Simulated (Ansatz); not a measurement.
Born–Oppenheimer molecular dynamics of C5H11N (17 atoms, charge 0, multiplicity 1). It starts from a relaxed structure.

Method: RHF/STO-3G (Ansatz 0.2.0).

```
ensemble                      : NVE (velocity Verlet)
time step                     : 1 fs
steps asked                   : 250
starting velocities drawn for : 400 K
seed                          : 168047
```

First frame:

```xyz
17
Properties=species:S:1:pos:R:3
C 0.665 -1.617 -0.999
C 0.172 -0.165 -0.781
C 1.241 0.850 -1.259
C -0.187 0.074 0.682
C -1.387 0.401 1.104
N -1.774 0.544 2.489
H -0.098 -2.328 -0.700
H 1.559 -1.809 -0.413
H 0.901 -1.785 -2.046
H -0.725 -0.018 -1.382
H 0.884 1.868 -1.135
H 1.472 0.694 -2.308
H 2.157 0.739 -0.687
H 0.620 -0.047 1.395
H -2.215 0.525 0.413
H -0.937 0.692 3.070
H -2.367 1.380 2.599
```

(1) How far do the bonds stretch over the last three quarters of this one trajectory? (Pairs bonded in most of those frames.)

## Answers

(1) 
```json
{"bond": "C1–C2", "mean (Å)": "1.551", "spread (Å)": "0.018", "shortest": "1.51", "longest": "1.59"}
{"bond": "C1–H7", "mean (Å)": "1.089", "spread (Å)": "0.028", "shortest": "1.03", "longest": "1.14"}
{"bond": "C1–H8", "mean (Å)": "1.088", "spread (Å)": "0.017", "shortest": "1.06", "longest": "1.12"}
{"bond": "C1–H9", "mean (Å)": "1.089", "spread (Å)": "0.029", "shortest": "1.03", "longest": "1.15"}
{"bond": "C2–C3", "mean (Å)": "1.551", "spread (Å)": "0.014", "shortest": "1.52", "longest": "1.59"}
{"bond": "C2–C4", "mean (Å)": "1.528", "spread (Å)": "0.014", "shortest": "1.50", "longest": "1.56"}
{"bond": "C2–H10", "mean (Å)": "1.091", "spread (Å)": "0.010", "shortest": "1.07", "longest": "1.11"}
{"bond": "C3–H11", "mean (Å)": "1.088", "spread (Å)": "0.017", "shortest": "1.06", "longest": "1.12"}
{"bond": "C3–H12", "mean (Å)": "1.089", "spread (Å)": "0.025", "shortest": "1.04", "longest": "1.14"}
{"bond": "C3–H13", "mean (Å)": "1.089", "spread (Å)": "0.031", "shortest": "1.03", "longest": "1.15"}
{"bond": "C4–C5", "mean (Å)": "1.314", "spread (Å)": "0.005", "shortest": "1.30", "longest": "1.33"}
{"bond": "C4–H14", "mean (Å)": "1.084", "spread (Å)": "0.018", "shortest": "1.06", "longest": "1.11"}
{"bond": "C5–N6", "mean (Å)": "1.446", "spread (Å)": "0.020", "shortest": "1.41", "longest": "1.49"}
{"bond": "C5–H15", "mean (Å)": "1.087", "spread (Å)": "0.015", "shortest": "1.06", "longest": "1.11"}
{"bond": "N6–H16", "mean (Å)": "1.032", "spread (Å)": "0.020", "shortest": "1.00", "longest": "1.06"}
{"bond": "N6–H17", "mean (Å)": "1.032", "spread (Å)": "0.019", "shortest": "0.99", "longest": "1.07"}
```

Mean temperature of the second half: 202 K. The conserved energy stayed within 2 meV per atom of its start (net change 1.2 meV per atom), so there is no drift, though single steps change it by up to 21 meV in the whole system, a sign of fast motions only just resolved. The temperature averaged 0.50 of the 400 K drawn at the start: a run that starts near a minimum puts about half its kinetic energy into the potential. A run of 0.25 ps of so small a system gives no equilibrium averages. Limits of this set-up: minimal basis.

The run took 3.8 min on 1 thread of Arm Neoverse V2, on a shared host, peak memory 0.085 GiB.
